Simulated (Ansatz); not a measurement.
The first iterations of a band of C₃H₄F₂O (10 atoms, charge 0, multiplicity 1).

These are results of RKS r2SCAN-D4/def2-SVP in Ansatz, not measurements.

| Item | Value |
| --- | --- |
| movable images | 5 |
| climbing image | yes |
| spring | 5.0 eV/Å² |
| optimiser | quadratic models (default) |
| start path | through a guess of the saddle point |
| force threshold | 0.05 eV/Å |
| iteration limit | 60 |
| end points | relaxed |

First end point:

```xyz
10
Properties=species:S:1:pos:R:3
C -0.408 -1.076 0.345
C 0.285 -0.010 -0.444
F 1.622 -0.280 -0.567
F -0.216 0.064 -1.717
C 0.193 1.410 0.128
O -0.382 1.683 1.147
H -1.480 -0.847 0.419
H -0.268 -2.042 -0.160
H 0.013 -1.122 1.358
H 0.724 2.169 -0.507
```

Last end point:

```xyz
10
Properties=species:S:1:pos:R:3
C -0.428 -1.003 0.344
C 0.265 -0.138 -0.673
F 1.613 -0.427 -0.689
F -0.225 -0.415 -1.912
C 0.269 1.388 -0.513
O 0.167 1.621 0.769
H -1.507 -0.788 0.350
H -0.275 -2.057 0.074
H -0.018 -0.814 1.345
H 0.222 2.582 0.909
```

| iteration | highest image above the first end (eV) | largest band force component (eV/Å) |
| --- | --- | --- |
| 1 | 4.000 | 4.412 |
| 2 | 3.429 | 2.551 |
| 3 | 3.365 | 1.177 |

Problem. Does the band converge within its limit, and where does its top end?

Solution. It converged. It ended after 11 iterations with the highest image 3.684 eV above the first end. Neighbouring images differ by up to 1.6 eV, so the band resolves the path poorly. A vibrational analysis at the climbing image gives one clearly imaginary mode, 1864i cm⁻¹, and a faint second one (13i cm⁻¹) that may be numerical noise or a soft torsion: probably a first-order saddle point. The orbitals stay closed-shell, which can raise the energy where a bond breaks towards radicals; this wasn't checked here.

Run time: 2.7 min on 2 threads of Arm Neoverse V2, with other jobs on the host, peak memory 0.16 GiB.
